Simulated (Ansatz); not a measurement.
**Which is lower?**

Two relaxed structures of BH4SO (charge +1), closed shell (PBE0-D4/def2-TZVP; forces vanish, vibrations not checked).

A:

O1  (-0.702, 0.272, -0.766)
B2  (-0.380, -0.046, 0.635)
S3  (1.285, -0.423, 0.977)
H4  (-1.607, 0.493, -1.037)
H5  (-0.057, 0.285, -1.494)
H6  (-1.331, 0.006, 1.332)
H7  (1.059, -0.621, 2.289)
(Å)

B:

O1  (-0.898, 0.004, -0.848)
B2  (-0.493, -0.012, 0.389)
S3  (1.382, -0.434, 0.855)
H4  (1.494, 0.448, 1.872)
H5  (-0.352, -0.158, -1.625)
H6  (-1.160, 0.153, 1.353)
H7  (2.044, 0.333, -0.040)
(Å)

Ansatz 0.2.0; basis: def2-TZVPP; cores frozen in the correlated methods. B3LYP uses VWN-RPA correlation.

Question: Which structure is lower at CCSD(T), and by how much? (Judge from chemistry; the value comes from the calculation.)

Answer: By the calculation: B, by 1.9 kJ/mol (electronic energy, against the other); a gap this small isn't resolved in one triple-zeta basis. By their contacts, A is BH₄SO ([OH2][BH][SH]), total charge +1 and B is BH₄SO ([OH][BH][SH2]), total charge +1.

Question: Do the other methods give the same order? (Judge from chemistry; the calculation decides.)

Answer: By the calculation: Not all: MP2 gives the other order.

```tsv
method	E(B) − E(A) (kJ/mol)
PBE-D4	-8.4
r2SCAN-D4	-5.3
PBE0-D4	-2.8
B3LYP-D4	-8.3
wB97M-V	-2.0
HF	-3.2
MP2	0.0
CCSD	-1.7
CCSD(T)	-1.9
```

The T1 diagnostic stays at or below 0.015.

Labels in which every atom is bracketed show which atoms are joined, not bond orders.

For scale, one of the runs: CCSD(T)/def2-TZVPP, 160 basis functions, launched by `ansatz run in.yaml --threads 2 --pin off --events-out ev --progress --plain --max-ram 4352MiB`. The run took 13 s on 2 CPU threads of an Intel Xeon Platinum 8259CL (shared host), with 1.2 GiB of host memory at its peak.
